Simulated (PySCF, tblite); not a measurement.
# C3H5N3: geometry, infrared bands, NMR shifts and spin-spin couplings

Aim: predict the infrared bands, NMR shifts and spin-spin couplings of C3H5N3 (`Cn1cnnc1`).

Programs: tblite 0.8.0 and PySCF 2.14.0, with density-fitted response routines of our own. Each step states its level of theory. These are calculated values for one molecule in the gas phase, unless marked as measured. Atoms are numbered from 0 throughout.

## 1. Starting geometry

11 atoms, charge 0, multiplicity 1; geometry from: force field or distance geometry start.

Bonds of the start (Å): C0–N1 1.44, N1–C2 1.37, C2–N3 1.35, N3–N4 1.32, N4–C5 1.37, C5–N1 1.33, C0–H6 1.11, C0–H7 1.12, C0–H8 1.12, C2–H9 1.09, C5–H10 1.09.

## 2. Optimising the geometry with GFN2-xTB

The job: settings as JSON, then the geometry in Å.

```
{"job": {"kind": "relax", "xc": "GFN2-xTB", "basis": "xTB"}, "charge": 0, "multiplicity": 1}
C     -1.404500     0.162700    -0.040600
N      0.026600     0.011300    -0.019900
C      0.717900    -1.166100    -0.094100
N      2.037700    -0.891700    -0.041000
N      2.149300     0.412700     0.099800
C      0.913400     0.995300     0.105800
H     -1.736400     1.144600    -0.434300
H     -1.867000    -0.691200    -0.600500
H     -1.813200     0.106800     0.996800
H      0.256600    -2.143600    -0.197400
H      0.724900     2.061900     0.199500
```

Launch:

```
$ OMP_NUM_THREADS=1 python probes_run.py task.json out
```

This one command runs all jobs of the session in turn.

**Question.** This job is followed by: GFN2-xTB harmonic vibrations, gas phase; GIAO PBE0/pcSseg-1 NMR shielding, non-relativistic, gas phase; B3LYP/pcJ-1 indirect spin-spin coupling, non-relativistic, gas phase. What will the session give for the following? strongest single infrared mode (GFN2-xTB); zero-point energy (GFN2-xTB); 13C shifts against TMS (PBE0/pcSseg-1, means over atoms taken as alike); 1H shifts against TMS (PBE0/pcSseg-1, means over atoms taken as alike); 15N shifts against NH3 (PBE0/pcSseg-1, means over atoms taken as alike); largest coupling of the table (B3LYP/pcJ-1).

As calculated:

| quantity | value |
| --- | --- |
| strongest single infrared mode (GFN2-xTB) | 1487 cm⁻¹, 169 km/mol |
| zero-point energy (GFN2-xTB) | 53.1 kcal/mol |
| 13C shifts against TMS (PBE0/pcSseg-1, means over atoms taken as alike) | 146.2, 31.0 ppm |
| 1H shifts against TMS (PBE0/pcSseg-1, means over atoms taken as alike) | 7.83, 3.82 ppm |
| 15N shifts against NH3 (PBE0/pcSseg-1, means over atoms taken as alike) | 370.4, 186.7 ppm |
| largest coupling of the table (B3LYP/pcJ-1) | 1J(C,H) C2–H9, 214.8 Hz |

**Reading.** Over 21 steps the energy fell by 0.276 eV; of the close pairs, N4–C5 changed most, 1.366 to 1.298 Å. The lowest mode is slightly imaginary (11i cm⁻¹), a soft motion within the noise of the Hessian, so the minimum is not strictly shown. GFN2-xTB is a fitted tight-binding method: band positions and strengths are rough. Its intensities can rank the bands wrongly. At PBE0/pcSseg-1: Shielding is most anisotropic at N3, N4 (span 534 ppm, paramagnetic term -430 ppm). NICS(1)zz of -32 ppm above the planar ring from N1 marks a diatropic (aromatic) ring current. In the run at B3LYP/pcJ-1, the largest coupling of the table is C2–H9 (mean over like pairs), 214.8 Hz, of which the Fermi-contact term gives 213.9 Hz.
